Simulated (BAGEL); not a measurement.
# CH7NSi (SiH3(NHMe)) at HF/6-31G(d) (density fitting with qzvpp-jkfit, spherical functions)

What is the vertical electron affinity of CH7NSi (SiH3(NHMe)) at HF/6-31G* (density fitting with qzvpp-jkfit, spherical functions)? 

Program for the calculation: BAGEL 1.2.2.

### Step 1. The structure to begin with

The species is CH7NSi (10 atoms), meant as a singlet with charge 0. As SMILES, `[H][Si]([H])([H])NC`. The coordinates come from a GFN2-xTB relaxation.

Bond lengths: Si1–N5 1.711 Å, N5–C6 1.439 Å, Si1–H2 1.460 Å, Si1–H3 1.470 Å, Si1–H4 1.470 Å, N5–H7 1.006 Å, C6–H8 1.096 Å, C6–H9 1.087 Å, C6–H10 1.095 Å. Some angles: Si1–N5–C6 125.9°, Si1–N5–H7 121.2°, C6–N5–H7 112.8°, H2–Si1–N5 104.3°, H3–Si1–N5 110.9°, H4–Si1–N5 110.9°, N5–C6–H8 111.4°, N5–C6–H9 109.2°, N5–C6–H10 111.4°, H2–Si1–H3 111.5°.

### Step 2. The energy at HF/6-31G(d) (density fitting with qzvpp-jkfit, spherical functions)

input.json reads:

```json
{ "bagel": [

{
  "title": "molecule",
  "basis": "6-31gs.json",
  "df_basis": "qzvpp-jkfit",
  "angstrom": "true",
  "geometry": [
    { "atom": "Si", "xyz": [    0.565090,    0.977310,    0.865240 ] },
    { "atom": "H", "xyz": [    0.506010,    0.899320,    2.321820 ] },
    { "atom": "H", "xyz": [    1.952630,    1.004180,    0.382030 ] },
    { "atom": "H", "xyz": [   -0.106200,    2.183260,    0.360110 ] },
    { "atom": "N", "xyz": [   -0.239160,   -0.436230,    0.333750 ] },
    { "atom": "C", "xyz": [   -0.471120,   -0.811260,   -1.036120 ] },
    { "atom": "H", "xyz": [   -0.617760,   -1.098540,    0.989190 ] },
    { "atom": "H", "xyz": [   -1.542170,   -0.876000,   -1.257490 ] },
    { "atom": "H", "xyz": [   -0.032030,   -0.062270,   -1.690820 ] },
    { "atom": "H", "xyz": [   -0.015290,   -1.779770,   -1.267710 ] }
  ]
},
{ "title": "hf" },
{ "title": "print", "file": "orbitals.molden", "orbitals": "true" }

]}
```

The basis set 6-31G* is read from a file made from the Basis Set Exchange's data (not shown).

The run is started by

```
$ BAGEL_NUM_THREADS=1 BAGEL input.json > input.out
```

Output:

```text
* using 1 threads per process

  ===============================================================
  ===============================================================

  *** Geometry ***

  { "atom" : "Si", "xyz" : [      1.067865,      1.846848,      1.635067 ] },
  { "atom" : "H", "xyz" : [      0.956220,      1.699468,      4.387604 ] },
  { "atom" : "H", "xyz" : [      3.689936,      1.897625,      0.721932 ] },
  { "atom" : "H", "xyz" : [     -0.200689,      4.125763,      0.680509 ] },
  { "atom" : "N", "xyz" : [     -0.451947,     -0.824355,      0.630696 ] },
  { "atom" : "C", "xyz" : [     -0.890288,     -1.533059,     -1.957983 ] },
  { "atom" : "H", "xyz" : [     -1.167397,     -2.075940,      1.869298 ] },
  { "atom" : "H", "xyz" : [     -2.914279,     -1.655400,     -2.376312 ] },
  { "atom" : "H", "xyz" : [     -0.060528,     -0.117673,     -3.195187 ] },
  { "atom" : "H", "xyz" : [     -0.028894,     -3.363278,     -2.395625 ] },

  Number of auxiliary basis functions:      406

  Since a DF basis is specified, we compute 2- and 3-index integrals:
    o Being stored without compression. Storage requirement is 0.012 GB

  Number of basis functions:       60
  Number of electrons      :       34

    * METHOD: MOLECULE                             0.15

  *** RHF ***

  === Nuclear Repulsion ===
   116.8646124710

      * DIIS with orbital gradients will be used.

  === RHF iteration (6-31gs.json) ===
      0       -385.15774781          0.02267023           0.03
      1       -385.26338468          0.01258695           0.03
      2       -385.30351570          0.00196082           0.03
      3       -385.30481215          0.00022007           0.03
      4       -385.30482895          0.00006926           0.03
      5       -385.30483066          0.00000957           0.03
      6       -385.30483072          0.00000201           0.03
      7       -385.30483072          0.00000062           0.03
      8       -385.30483072          0.00000011           0.03
      9       -385.30483072          0.00000003           0.03
     10       -385.30483072          0.00000001           0.03
    * SCF iteration converged.

    * Permanent dipole moment:
           (    0.189340,     0.317455,     0.059664) a.u.

    * METHOD: HF                                   0.45

    * METHOD: PRINT                                0.01

  ===============================================================
```

Wall time 0.76 s (1 thread of Arm Neoverse V2, shared host); peak memory 0.085 GiB.

### Step 3. The doublet anion, same level

job.json reads:

```json
{ "bagel" : [

{
  "title" : "molecule",
  "basis" : "6-31gs.json",
  "df_basis" : "qzvpp-jkfit",
  "angstrom" : true,
  "geometry" : [
    { "atom" : "Si", "xyz" : [       0.565090,       0.977310,       0.865240 ] },
    { "atom" : "H", "xyz" : [       0.506010,       0.899320,       2.321820 ] },
    { "atom" : "H", "xyz" : [       1.952630,       1.004180,       0.382030 ] },
    { "atom" : "H", "xyz" : [      -0.106200,       2.183260,       0.360110 ] },
    { "atom" : "N", "xyz" : [      -0.239160,      -0.436230,       0.333750 ] },
    { "atom" : "C", "xyz" : [      -0.471120,      -0.811260,      -1.036120 ] },
    { "atom" : "H", "xyz" : [      -0.617760,      -1.098540,       0.989190 ] },
    { "atom" : "H", "xyz" : [      -1.542170,      -0.876000,      -1.257490 ] },
    { "atom" : "H", "xyz" : [      -0.032030,      -0.062270,      -1.690820 ] },
    { "atom" : "H", "xyz" : [      -0.015290,      -1.779770,      -1.267710 ] }
  ]
},

{
  "title" : "uhf",
  "charge" : -1,
  "nopen" : 1
},

{
  "title" : "print",
  "file" : "orbitals.molden",
  "orbitals" : true
}

]}
```

The basis set 6-31G* is read from a file made from the Basis Set Exchange's data (not shown).

The run is started by

```
$ BAGEL_NUM_THREADS=1 BAGEL job.json > job.out
```

Output:

```text
* using 1 threads per process

  ===============================================================
  ===============================================================

  *** Geometry ***

  { "atom" : "Si", "xyz" : [      1.067865,      1.846848,      1.635067 ] },
  { "atom" : "H", "xyz" : [      0.956220,      1.699468,      4.387604 ] },
  { "atom" : "H", "xyz" : [      3.689936,      1.897625,      0.721932 ] },
  { "atom" : "H", "xyz" : [     -0.200689,      4.125763,      0.680509 ] },
  { "atom" : "N", "xyz" : [     -0.451947,     -0.824355,      0.630696 ] },
  { "atom" : "C", "xyz" : [     -0.890288,     -1.533059,     -1.957983 ] },
  { "atom" : "H", "xyz" : [     -1.167397,     -2.075940,      1.869298 ] },
  { "atom" : "H", "xyz" : [     -2.914279,     -1.655400,     -2.376312 ] },
  { "atom" : "H", "xyz" : [     -0.060528,     -0.117673,     -3.195187 ] },
  { "atom" : "H", "xyz" : [     -0.028894,     -3.363278,     -2.395625 ] },

  Number of auxiliary basis functions:      406

  Since a DF basis is specified, we compute 2- and 3-index integrals:
    o Being stored without compression. Storage requirement is 0.012 GB

  Number of basis functions:       60
  Number of electrons      :       34

    * METHOD: MOLECULE                             0.15

  *** Open-shell HF ***

  === Nuclear Repulsion ===
   116.8646124710

      * DIIS with orbital gradients will be used.

  === UHF iteration (6-31gs.json) ===
      0       -384.93578429          0.05010981           0.06
      1       -385.07499960          0.03400256           0.07
      2       -385.12686981          0.02151205           0.07
      3       -385.16097181          0.00161080           0.07
      4       -385.16256871          0.00075273           0.06
      5       -385.16292401          0.00043742           0.07
      6       -385.16324410          0.00010628           0.07
      7       -385.16326703          0.00004458           0.07
      8       -385.16327141          0.00001925           0.06
      9       -385.16327227          0.00001008           0.07
     10       -385.16327255          0.00000683           0.07
     11       -385.16327279          0.00000420           0.07
     12       -385.16327287          0.00000201           0.06
     13       -385.16327289          0.00000115           0.06
     14       -385.16327290          0.00000043           0.07
     15       -385.16327290          0.00000017           0.07
     16       -385.16327290          0.00000010           0.07
     17       -385.16327290          0.00000004           0.07
     18       -385.16327290          0.00000002           0.07
     19       -385.16327290          0.00000001           0.07
     20       -385.16327290          0.00000001           0.07
    * SCF iteration converged.

    * S^2 (UHF) is 0.7556

    * Permanent dipole moment:
           (    1.121197,     1.940938,     1.149910) a.u.

    * METHOD: UHF                                  1.48

    * METHOD: PRINT                                0.01

  ===============================================================
```

Run time: 1.8 s. Hardware: 1 thread of Arm Neoverse V2, shared host; peak memory 0.085 GiB.

### Step 4. Results

At HF/6-31G* (density fitting with qzvpp-jkfit, spherical functions):

```
                                         quantity          value
                     singlet CH7NSi: total energy  -385.30483 Eh
                    singlet CH7NSi: dipole moment         0.95 D
                      singlet CH7NSi: HOMO energy       -9.77 eV
                      singlet CH7NSi: LUMO energy        4.19 eV
                    singlet CH7NSi: HOMO–LUMO gap       13.96 eV
                      doublet anion: total energy  -385.16327 Eh
                              doublet anion: ⟨S²⟩          0.756
vertical electron affinity (to the doublet anion)      -3.852 eV
```

The anion lies 3.85 eV (89 kcal/mol) above the neutral: the electron isn't bound at this level, and such a value depends on the basis. Without diffuse functions anions come out too high. Hartree–Fock misses the correlation that binds many anions.
